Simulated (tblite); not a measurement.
A tight-binding relaxation on `C[C@]1(C#N)[CH]O1` [radical].

Computed with GFN2-xTB geometry optimisation, gas phase (tblite 0.8.0). Start geometry: from a force field or distance geometry. A driver script takes a list of jobs; this job's settings line and coordinates (Å) are shown.

Command:
```bash
OMP_NUM_THREADS=1 python probes_run.py task.json out
```

Input:
```
{"job": {"kind": "relax", "xc": "GFN2-xTB", "basis": "xTB"}, "charge": 0, "multiplicity": 2}
C     -1.126800    -0.549300    -0.117000
C      0.178900     0.094000     0.179500
C      0.290600     1.534100     0.026500
N      0.354200     2.680600    -0.120800
C      1.382200    -0.772800    -0.115800
O      1.013600    -0.472700     1.171300
H     -0.978600    -1.638500    -0.247600
H     -1.618400    -0.107100    -1.015600
H     -1.766000    -0.410200     0.789200
H      2.279100    -0.353500    -0.572400
```

Task: Estimate the output.

Result: 
```
step      E/eV     max force
  0    -474.01869    2.147
  1    -474.10411    4.148
  2    -474.13022    2.513
  3    -474.20328    0.640
  4    -474.21678    0.432
  5    -474.23046    0.511
  6    -474.24471    0.352
  7    -474.25002    0.186
  8    -474.25361    0.148
  9    -474.25546    0.117
... (41 lines left out)
 51    -474.26846    0.016
 52    -474.26849    0.013
 53    -474.26851    0.014
 54    -474.26854    0.015
 55    -474.26857    0.014
 56    -474.26859    0.014
 57    -474.26861    0.016
 58    -474.26865    0.018
 59    -474.26868    0.017
 60    -474.26870    0.008
```

«max force» is the largest atomic force in eV/Å.

Task: From which step on does the largest force stay under 0.1 eV/Å, and how much energy is left to gain from there?

Result: From step 16 (0.092 eV/Å), 7.1 meV above the end.

Summary of the converged run: energy lowered by 5.8 kcal/mol over 60 steps; largest atomic force 0.008 eV/Å at the end.

Task: Give the final coordinates.

Result: 0.152 Å rms from the input after alignment:
```
atom  x, y, z in Å
C1    -1.1568   -0.5475   -0.0970
C2     0.2059    0.0689    0.1103
C3     0.2518    1.5024    0.0779
N4     0.2987    2.6441    0.0177
C5     1.4248   -0.6709   -0.2000
O6     1.0698   -0.5330    1.0963
H7    -1.0777   -1.6304   -0.0429
H8    -1.5404   -0.2640   -1.0749
H9    -1.8497   -0.2015    0.6679
H10    2.3825   -0.3633   -0.5778
```

Hardware: Arm Neoverse V1, one thread, shared host with 32 logical CPUs at a one-minute load of 15. Cost: 0.21 s of wall time.
Labels such as C1 count atoms from 1, the log's own numbers from 0.
